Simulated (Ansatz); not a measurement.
Name a neutral molecule of C, F, O and H with size of the dipole moment (B3LYP/def2-TZVPP) between 1.95 and 2.25 D and LUMO energy (PBE/def2-TZVPP) between -3.05 and -2.75 eV (Ansatz, PBE0-D4/def2-TZVP geometry).

`CC(O)(F)C=O` (2.13 D, -2.83 eV). Other molecules can fit too; these were computed, each in one conformer that needn't be the lowest.

B3LYP here is the variant with VWN-RPA as its local correlation; programs differ in this.
